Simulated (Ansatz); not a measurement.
A nudged elastic band was laid between two geometries of CH$_{6}$B$_{2}$ (9 atoms, charge 0, multiplicity 1).

Level of theory: RKS B3LYP-D4/def2-SVP in Ansatz 0.2.0.

```
movable images  : 7
climbing image  : yes
spring          : 5.0 eV/Å²
optimiser       : quadratic models (default)
start path      : through a guess of the saddle point
force threshold : 0.5 eV/Å
iteration limit : 60
end points      : relaxed
```

First end point:

```xyz
9
Properties=species:S:1:pos:R:3
B -0.705 0.807 -1.220
B 0.286 0.447 0.054
C 0.344 -0.886 0.887
H -0.403 0.563 -2.367
H -1.769 1.366 -1.064
H 1.084 1.313 0.370
H -0.437 -1.631 0.676
H 1.327 -1.352 0.676
H 0.360 -0.673 1.971
```

Last end point:

```xyz
9
Properties=species:S:1:pos:R:3
B -0.702 0.805 -1.222
B 0.280 0.448 0.059
C 0.342 -0.885 0.891
H -1.768 1.363 -1.078
H -0.388 0.562 -2.367
H 1.071 1.319 0.379
H -0.442 -1.629 0.685
H 1.322 -1.351 0.660
H 0.375 -0.679 1.975
```

Problem. Which bonds break or form, and what moves?

Solution. No bond is made or broken. The dihedral H5–B1–B2–C3 goes from 93 to -89°. The two ends are copies of one structure, up to a mirror image or an exchange of like atoms.

Problem. What energy profile does the band end with?

Solution. It converged. The highest image is number 4 of 0 to 8, 11.9 kcal/mol above the ends, which have the same energy within 2 meV. The threshold of 0.5 eV/Å is loose, so the images may lie well off the minimum-energy path. The order of the stationary point at the top wasn't checked.

```
image  path coordinate (Å)  energy (kcal/mol)  dihedral H5–B1–B2–C3 (°)
    0                 0.00                0.0                        93
    1                 0.61                1.7                       117
    2                 1.22                6.6                       143
    3                 1.83               11.7                       169
    4                 2.45               11.9                      -163
    5                 3.06                6.7                      -136
    6                 3.67                1.6                      -108
    7                 4.28                0.2                       -90
    8                 4.90                0.0                       -89
```

Problem. What is the geometry of the highest image?

Solution. 
```xyz
9
Properties=species:S:1:pos:R:3
B -0.614 0.779 -1.292
B 0.285 0.517 0.173
C 0.287 -0.844 0.934
H -1.529 0.055 -1.632
H -0.387 1.707 -2.035
H 0.996 1.404 0.608
H -0.623 -1.453 0.808
H 1.099 -1.415 0.425
H 0.575 -0.796 1.994
```

The run took 110 s on 1 thread of Arm Neoverse V2 (shared host), peak memory 0.12 GiB.
